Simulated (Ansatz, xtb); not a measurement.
Relaxing a trial structure of H3N2P

The starting geometry of this gas-phase singlet has its atoms placed at random.

```csv
atom,x (Å),y (Å),z (Å)
N,0.3527,-1.2630,-0.5338
N,0.1273,0.5940,-1.3941
P,0.2607,0.5576,1.1858
H,-1.1262,0.4746,1.5156
H,0.4925,-0.1715,-0.9492
H,-0.2540,-1.6711,0.2440
```

Problem. Guess where an optimisation with r2SCAN-D4/def2-SVP ends from this start.

Solution. It ends as `N1NP1`. Contacts that open: N1–H5 (1.18 → 1.99 Å). Contacts that close: N1–N2 (2.06 → 1.47 Å), N1–P3 (2.51 → 1.78 Å), N2–P3 (2.58 → 1.78 Å).

The energy falls by 8.63 eV over 15 steps:

| step | E − E(last) (eV) |
| --- | --- |
| 1 | 8.632 |
| 3 | 4.049 |
| 4 | 2.785 |
| 6 | 1.316 |
| 7 | 0.649 |
| 9 | 0.066 |
| 10 | 0.033 |
| 12 | 0.001 |
| 13 | 0.000 |
| 15 | 0.000 |

Final geometry (Å):

| atom | x (Å) | y (Å) | z (Å) |
| --- | --- | --- | --- |
| N | 0.3131 | -1.1247 | -0.0384 |
| N | -0.0357 | 0.0689 | -0.8287 |
| P | 0.3583 | 0.3982 | 0.8775 |
| H | -1.0161 | 0.5032 | 1.2962 |
| H | 0.8172 | 0.2711 | -1.3659 |
| H | -0.5838 | -1.5960 | 0.1277 |

From the same start GFN2-xTB reaches the same bonding as this run.

From so rough a start the end depends on the optimiser's path, so another program may land elsewhere. The end wasn't checked by frequencies. Run with Ansatz 0.2.0, 57 s on 1 thread of AMD EPYC (Zen 3), with other jobs on the host.
